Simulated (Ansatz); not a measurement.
# Molecular dynamics, step by step

C₂H₃F, singlet, PBE0-D4/def2-SVP (Ansatz 0.2.0). Settings (timestep in fs, temperature in K; T counts 12 degrees of freedom):

```yaml
hamiltonian: {xc: pbe0, dispersion: d4}
md: {n_steps: 80, timestep: 1.0, temperature: 300, ensemble: nve, seed: 425, initial_velocities: maxwell_boltzmann}
```

Start, the saddle point found with PBE0-D4 in triple zeta (not stationary at another level):

```csv
atom,x (Å),y (Å),z (Å)
H1,0.0485,-1.0488,0.0715
C2,0.3683,0.2376,0.2963
C3,-0.1917,-0.2211,-0.8826
F4,-1.4956,0.1205,-0.9510
H5,1.4288,0.0551,0.4378
H6,-0.1583,0.8566,1.0281
```

| step | time (fs) | potential energy less the start (meV) | kinetic energy (meV) | T (K) |
| --- | --- | --- | --- | --- |
| 0 | 0.00 | 0.0 | 155.1 | 300 |
| 5 | 5.00 | 1.3 | 157.2 | 304 |
| 10 | 10.00 | -621.1 | 782.0 | 1512 |
| 15 | 15.00 | -2376.5 | 2516.2 | 4867 |
| 20 | 20.00 | -1774.5 | 1924.4 | 3722 |
| 25 | 25.00 | -785.8 | 944.5 | 1827 |
| 30 | 30.00 | -790.1 | 943.3 | 1824 |
| 35 | 35.00 | -1551.8 | 1706.7 | 3301 |
| 40 | 40.00 | -2370.3 | 2505.7 | 4846 |
| 45 | 45.00 | -620.0 | 777.0 | 1503 |
| 50 | 50.00 | -1028.2 | 1181.7 | 2286 |
| 55 | 55.00 | -1594.1 | 1748.5 | 3382 |
| 60 | 60.00 | -1918.6 | 2037.0 | 3940 |
| 65 | 65.00 | -944.7 | 1088.1 | 2104 |
| 70 | 70.00 | -993.2 | 1148.2 | 2221 |
| 75 | 75.00 | -2489.1 | 2598.2 | 5025 |
| 80 | 80.00 | -1064.6 | 1221.3 | 2362 |

Step 5, positions (Å) and forces (eV/Å):

```tsv
atom	x	y	z	Fx	Fy	Fz
H1	0.080	-1.095	-0.025	-0.051	-0.503	-0.682
C2	0.368	0.255	0.284	0.236	0.675	1.437
C3	-0.199	-0.237	-0.860	-0.458	0.123	0.068
F4	-1.491	0.126	-0.955	-0.009	-0.306	-0.088
H5	1.448	0.045	0.410	-0.433	0.082	0.203
H6	-0.207	0.798	1.102	0.715	-0.071	-0.938
```

Step 35, positions (Å) and forces (eV/Å):

| atom | x | y | z | Fx | Fy | Fz |
| --- | --- | --- | --- | --- | --- | --- |
| H1 | 0.698 | -0.732 | -1.243 | -3.559 | -0.662 | -0.439 |
| C2 | 0.423 | 0.314 | 0.255 | -0.012 | 3.245 | 2.880 |
| C3 | -0.272 | -0.337 | -0.648 | 1.988 | 0.648 | -1.477 |
| F4 | -1.526 | 0.105 | -0.993 | 1.971 | -1.354 | -0.216 |
| H5 | 1.483 | 0.081 | 0.513 | -0.819 | -0.097 | -0.376 |
| H6 | 0.017 | 1.285 | 0.749 | 0.431 | -1.781 | -0.372 |

Step 55, positions (Å) and forces (eV/Å):

```csv
atom,x,y,z,Fx,Fy,Fz
H1,0.235,-1.452,-1.244,-1.859,4.203,1.241
C2,0.440,0.332,0.253,-0.753,2.291,2.924
C3,-0.263,-0.227,-0.702,2.163,-5.258,-1.436
F4,-1.507,0.070,-0.977,-0.057,0.042,-0.367
H5,1.408,0.114,0.741,-0.250,-0.464,-1.072
H6,-0.123,1.105,0.905,0.756,-0.815,-1.290
```

Last step (80):

| atom | x (Å) | y (Å) | z (Å) |
| --- | --- | --- | --- |
| H1 | -0.0864 | -1.5798 | -1.1244 |
| C2 | 0.3813 | 0.3271 | 0.2542 |
| C3 | -0.2804 | -0.2348 | -0.6764 |
| F4 | -1.4489 | 0.0858 | -0.9844 |
| H5 | 1.4704 | 0.2738 | 0.2737 |
| H6 | -0.0432 | 0.9210 | 1.0624 |

The run took about 47 s on 2 CPU threads of an Arm Neoverse V1 (shared host).
